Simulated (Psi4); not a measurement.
**triplet BHF2: levels of theory compared**

We compute a comparison of 3 runs (UB2PLYP/def2-TZVPP, UMP2/def2-TZVPP, UOMP2/def2-TZVPP) of triplet BHF2. 

Program for the calculation: Psi4 1.11.

**1. Starting point**

BHF2: 4 atoms, total charge 0, spin state triplet. SMILES of the parent species: `FBF`. The coordinates come from a PBE0-D4/def2-TZVP relaxation. That shape belongs to the parent species and isn't relaxed for this state.

Bond lengths: F1–B2 1.313 Å, B2–F3 1.313 Å, B2–H4 1.191 Å. Angles: F1–B2–F3 118.1°, F1–B2–H4 121.0°, F3–B2–H4 121.0°.

**2. A single-point energy at UB2PLYP/def2-TZVPP (density fitting for correlation) (run 1)**

The input, bf2h.in:

```
memory 1.6 GB

molecule mol {
  0 3
  F      1.154300     0.456900    -0.361900
  B     -0.001900    -0.031000     0.025200
  F     -1.095400     0.528700    -0.438900
  H     -0.057000    -0.954600     0.775600
  symmetry c1
  no_reorient
  no_com
}

set basis def2-TZVPP
set reference uks
set puream true
set e_convergence 1e-09
set d_convergence 1e-08
set scf_type pk
set dft_radial_points 99
set dft_spherical_points 590
set num_frozen_docc 3
set maxiter 100

energy("b2plyp")
```

Started as:

```bash
$ psi4 bf2h.in bf2h.out -n 1
```

bf2h.out:

```text
[...]
  Running in c1 symmetry.
[...]
  Nuclear repulsion =   61.888554759542060
[...]
  Multiplicity = 3
[...]
  Nalpha       = 13
  Nbeta        = 11
[...]
    Number of basis functions: 107
[...]
   @UKS iter   1:  -224.67785830235388   -3.72509e-01   3.82210e-03 DIIS/ADIIS
[...]
   @UKS iter  12:  -224.73573157677109   -3.28555e-11   9.76432e-09 DIIS
[...]
   @S^2 Observed:                2.006764124E+00
[...]
  @UKS Final Energy:  -224.73573157677109
   => Energetics <=
    Nuclear Repulsion Energy =             61.8885547595420604
    One-Electron Energy =                -435.0102045842154439
    Two-Electron Energy =                 160.5346586975802836
    DFT Exchange-Correlation Energy =     -12.1487404496779696
    Empirical Dispersion Energy =           0.0000000000000000
    VV10 Nonlocal Energy =                  0.0000000000000000
    Total Energy =                       -224.7357315767710872
[...]
 Multipole Moments:
 ------------------------------------------------------------------------------------
     Multipole            Electronic (a.u.)      Nuclear  (a.u.)        Total (a.u.)
 ------------------------------------------------------------------------------------
 L = 1.  Multiply by 2.5417464519 to convert [e a0] to [Debye]
 Dipole X            :         -0.9176520            0.8760770           -0.0415750
 Dipole Y            :        -15.3604678           14.6657865           -0.6946813
 Dipole Z            :         12.4802166          -11.9158571            0.5643595
 Magnitude           :                                                    0.8959979
[...]
```

It took 29 s on 1 thread of Intel Xeon Platinum 8259CL at 2.50GHz (Skylake/Cascade Lake), shared host; peak memory 0.59 GiB.

**3. The energy at UMP2/def2-TZVPP (run 2)**

The input, calc.dat:

```
memory 1.6 GB

molecule mol {
  0 3
  F
  B 1 1.313275
  F 2 1.313162 1 118.0734
  H 2 1.191291 3 120.9677 1 -179.99789
  units angstrom
  symmetry c1
}

set basis def2-TZVPP
set reference uhf
set puream true
set e_convergence 1e-09
set d_convergence 1e-08
set scf_type pk
set num_frozen_docc 3
set mp2_type conv
set maxiter 100

energy("mp2")
print_variables()
```

Started as:

```bash
$ psi4 calc.dat calc.out -n 1
```

calc.out:

```text
[...]
  Running in c1 symmetry.
[...]
  Nuclear repulsion =   61.888559216060209
[...]
  Multiplicity = 3
[...]
  Nalpha       = 13
  Nbeta        = 11
[...]
    Number of basis functions: 107
[...]
   @UHF iter   1:  -224.00204220658676   -5.86351e-01   3.57351e-03 DIIS/ADIIS
[...]
   @UHF iter  14:  -224.06936191713916   -3.43903e-12   5.02917e-09 DIIS
[...]
   @S^2 Observed:                2.005456636E+00
[...]
  @UHF Final Energy:  -224.06936191713916
   => Energetics <=
    Nuclear Repulsion Energy =             61.8885592160602087
    One-Electron Energy =                -435.2240336796070324
    Two-Electron Energy =                 149.2661125464076406
    Total Energy =                       -224.0693619171391617
  UHF NO Occupations:
  HONO-2 :   11  A 1.9990741
  HONO-1 :   12  A 1.0000000
[...]
 Multipole Moments:
 ------------------------------------------------------------------------------------
     Multipole            Electronic (a.u.)      Nuclear  (a.u.)        Total (a.u.)
 ------------------------------------------------------------------------------------
 L = 1.  Multiply by 2.5417464519 to convert [e a0] to [Debye]
 Dipole X            :          0.0000434            0.0000367            0.0000801
 Dipole Y            :         -0.2077086            1.2523726            1.0446640
 Dipole Z            :         -0.1243845            0.7513308            0.6269463
 Magnitude           :                                                    1.2183532
[...]
	SCS-MP2 Total Energy (a.u.)        :  -224.63132653832815
	SOS-MP2 Total Energy (a.u.)        :  -224.57841863596349
	SCSN-MP2 Total Energy (a.u.)       :  -224.34871564162464
[...]
	SOS-PI-MP2 Total Energy (a.u.)     :  -224.66326142243420
[...]
	MP2 Total Energy (a.u.)            :  -224.65229955658677
[...]
```

Run time: 13 s. Hardware: 1 thread of Intel Xeon Platinum 8259CL at 2.50GHz (Skylake/Cascade Lake), shared host; peak memory 0.73 GiB.

**4. A single-point energy at UOMP2/def2-TZVPP (density fitting for correlation) (run 3)**

The input, bf2h.xyz:

```xyz
4
BF2H
F      1.154300     0.456900    -0.361900
B     -0.001900    -0.031000     0.025200
F     -1.095400     0.528700    -0.438900
H     -0.057000    -0.954600     0.775600
```

The input, job.py:

```python
import psi4

psi4.set_memory(1600000000)
psi4.set_num_threads(1)
psi4.core.set_output_file('run.log', False)

with open('bf2h.xyz') as f:
    atoms = ''.join(f.readlines()[2:])
mol = psi4.geometry('0 3\n' + atoms + 'symmetry c1\nno_reorient\nno_com')

options = {'basis': 'def2-TZVPP', 'reference': 'uhf', 'puream': True, 'e_convergence': 1e-09, 'd_convergence': 1e-08, 'scf_type': 'pk', 'num_frozen_docc': 3, 'maxiter': 100}
psi4.set_options(options)

energy_value = psi4.energy('omp2', molecule=mol)
print(f'omp2 energy: {energy_value:.10f} Eh')
```

Started as:

```bash
$ python job.py
```

run.log:

```text
[...]
  Running in c1 symmetry.
[...]
  Nuclear repulsion =   61.888554759542060
[...]
  Multiplicity = 3
[...]
  Nalpha       = 13
  Nbeta        = 11
[...]
    Number of basis functions: 107
[...]
   @UHF iter   1:  -224.00204217571098   -5.86351e-01   3.57351e-03 ADIIS/DIIS
[...]
   @UHF iter  14:  -224.06936185910246   -3.72324e-12   5.02910e-09 DIIS
[...]
   @S^2 Observed:                2.005456642E+00
[...]
  @UHF Final Energy:  -224.06936185910246
   => Energetics <=
    Nuclear Repulsion Energy =             61.8885547595420604
    One-Electron Energy =                -435.2240248662267277
    Two-Electron Energy =                 149.2661082475822241
    Total Energy =                       -224.0693618591024574
  UHF NO Occupations:
  HONO-2 :   11  A 1.9990741
  HONO-1 :   12  A 1.0000000
[...]
 Multipole Moments:
 ------------------------------------------------------------------------------------
     Multipole            Electronic (a.u.)      Nuclear  (a.u.)        Total (a.u.)
 ------------------------------------------------------------------------------------
 L = 1.  Multiply by 2.5417464519 to convert [e a0] to [Debye]
 Dipole X            :         -0.9326579            0.8760770           -0.0565808
 Dipole Y            :        -15.6103870           14.6657865           -0.9446005
 Dipole Z            :         12.6832638          -11.9158571            0.7674067
 Magnitude           :                                                    1.2183532
[...]
	DF-SCS-MP2 Total Energy (a.u.)     :  -224.63102683097429
	DF-SOS-MP2 Total Energy (a.u.)     :  -224.62048191497786
[...]
	DF-SCS-OMP2 Total Energy (a.u.)    :  -224.64280326176748
	DF-SOS-OMP2 Total Energy (a.u.)    :  -224.58717035021692
	DF-SCS(N)-OMP2 Total Energy (a.u.) :  -224.34740469260947
[...]
	DF-OMP2 Total Energy (a.u.)        :  -224.66515118001456
[...]
```

On the terminal:

```text
omp2 energy: -224.6651511800 Eh
```

Run time: 70 s. Hardware: 1 thread of Intel Xeon Platinum 8259CL at 2.50GHz (Skylake/Cascade Lake), shared host; peak memory 0.45 GiB.

**5. The series**

```
run                                                 level  fitting correlation         integration grid  energy (Eh)  HOMO energy (eV)   ⟨S²⟩  wall time
  1  UB2PLYP/def2-TZVPP (density fitting for correlation)      density fitting  99 radial × 590 angular  -224.926824             -4.66  2.007       29 s
  2                                       UMP2/def2-TZVPP                 none                        –  -224.652300             -6.86  2.005       13 s
  3    UOMP2/def2-TZVPP (density fitting for correlation)      density fitting                        –  -224.665151             -6.86  2.005       70 s
```

**6. Summary of results**

| quantity | value |
| --- | --- |
| run 3: total energy | -224.66515 Eh |
| run 3: HOMO energy (Hartree–Fock orbitals) (highest over α and β) | -6.86 eV |
| run 3: LUMO energy (Hartree–Fock orbitals) (lowest over α and β) | -3.72 eV |
| run 3: correlation energy (3 core orbitals frozen) | -595.8 mEh |
| run 3: ⟨S²⟩ of the reference determinant | 2.005 |

All runs together took 1.9 min, the longest 70 s.
